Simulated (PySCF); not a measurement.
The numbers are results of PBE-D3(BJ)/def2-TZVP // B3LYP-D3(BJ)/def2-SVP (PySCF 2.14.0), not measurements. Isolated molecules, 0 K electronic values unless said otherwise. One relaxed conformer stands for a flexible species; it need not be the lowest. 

Reference species (SMILES): `[SiH4]` (neutral, multiplicity 1).

| Property | Result |
|---|---|
| LUMO | 0.22 eV |
| HOMO–LUMO gap | 8.72 eV |
| HOMO | -8.50 eV |

Changed species: `CC[SiH](CC)CC` (1 of 4 C2H5 replaced by H; the reference has 4 of 4 C2H5 replaced by H).

### Question
Predict the effect on the LUMO, HOMO–LUMO gap and HOMO.

### Answer
the LUMO increases by 0.14 eV, to 0.36 eV; the HOMO–LUMO gap decreases by 1.79 eV, to 6.93 eV; the HOMO goes up by 1.93 eV, to -6.57 eV.
